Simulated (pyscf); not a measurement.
This saddle point was located with ωB97X-D3(BJ)/def2-SVP in PySCF.

```
Si
H 1 1.4779
H 1 1.4835 2 118.25
H 1 1.5079 2 105.61 3 -115.55
O 1 1.8469 2 114.16 4 -97.46
H 5 0.9740 1 119.44 2 152.04
H 5 1.0799 6 118.53 1 -110.36
As 7 2.0443 5 141.76 6 137.03
H 8 1.5237 7 81.57 5 -127.98
H 8 1.5239 9 93.66 7 75.29
```
Charge 0, spin multiplicity 1.

Surface: singlet, charge 0. Lowest wavenumbers (cm⁻¹): 627i, 103, 207, 266, 315.

Which two sides does it connect, and which bonds change?

AsH₃ (SMILES [AsH3]) + HO–SiH₃ (SMILES O[SiH3]) ⇌ H₃Si–AsH₂ (SMILES [SiH3][AsH2]) + H₂O (SMILES O), a four-centre exchange read from left to right: As–H, O–Si broken and As–Si, H–O formed. At CCSD(T)/def2-TZVPP + ΔMP2(QZVPP) it lies +46.6 kcal/mol from the left side and +33.9 kcal/mol from the right (each side as separated species at their lowest minima found). This is the saddle that the search found; another between the same sides may lie lower. The CCSD(T) − MP2 part came from Ansatz, without density fitting, on the same reference. The frozen core leaves the outer d or s,p core shells of the metals and heavy elements correlated in the MP2 and CC values, and def2-TZVPP describes them poorly, which can shift differences by a few kcal/mol. Elements up to Kr have no core potential and no relativistic terms here.
